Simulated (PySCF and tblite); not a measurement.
Values are calculated unless marked as measured or tabulated.
C₂H₆S, numbered as in [CH3:1][CH2:2][SH:3]. The same 2 conformers on PBE0-D3(BJ)/def2-SVP geometries, with only the functional of the single-point energies changed (basis set def2-TZVP, solvent none (gas phase), D3(BJ) where defined; PySCF).

Torsions listed: C1–C2–S3–H3. Of a mirror pair one member is shown.

```csv
conformer,shape,symmetry,dipole D
1,64°,C1 (pair),1.67
2,-178°,Cs,1.66
```

Energies (kcal/mol) above conformer 1 and its weight at 298.15 K (thermal terms from GFN2-xTB):

```csv
functional,E(2) − E(1),weight of 1 (%)
PBE0,0.57,77
BLYP,?,?
TPSS,0.60,77
HSE06,0.57,77
PBE,0.66,79
BHandHLYP,0.47,74
M06-2X,0.48,74
```

Task: What does BLYP give?

Result: E(2) − E(1) = 0.65 kcal/mol, weight of conformer 1 79 %.

Task: How much does the choice of functional matter?

Result: The widest range is that of E(2) − E(1), which runs from 0.47 (BHandHLYP) to 0.66 kcal/mol (PBE), a spread of 0.19, against RT = 0.59.
